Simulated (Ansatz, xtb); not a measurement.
Worked example: C2HF + H2O → C2H2O + HF

Species: C2HF (fluoroacetylene) `C#CF`, singlet; H2O (water) `O`, singlet; C2H2O `C#CO`, singlet; HF (hydrogen fluoride), singlet. The partners trade F for OH: C–F and H–OH bonds give way to C–OH and H–F.

Shapes, held fixed at every level: PBE0-D4/def2-TZVP. Programs: Ansatz 0.2.0, xtb 6.7.1. The zero-point and thermal change to 298 K, harmonic and unscaled (PBE0-D4/def2-TZVP), is -1.7 kJ/mol.

At CCSD(T)/CBS estimate; 1 Eh = 2625.50 kJ/mol:

```
species  energy (Eh)
   C2HF  -176.383876
    H2O   -76.379409
  C2H2O  -152.383799
     HF  -100.395703
```

Work out ΔH(298 K) of the reaction at this level.


1. Products less reactants: (-152.383799) + (-100.395703) − [(-176.383876) + (-76.379409)] = -0.016217 Eh = -42.6 kJ/mol.
2. With the thermal change: -42.6 + (-1.7) = -44.3 kJ/mol.

Other levels give -46.1 (SPW92/def2-TZVPP) to -41.5 kJ/mol (CCSD(T)/def2-SVP). No measured value is set beside it here. The CBS estimate extrapolates MP2 from def2-TZVPP and def2-QZVPP and adds CCSD(T) − MP2 in the triple-zeta set, cores frozen.
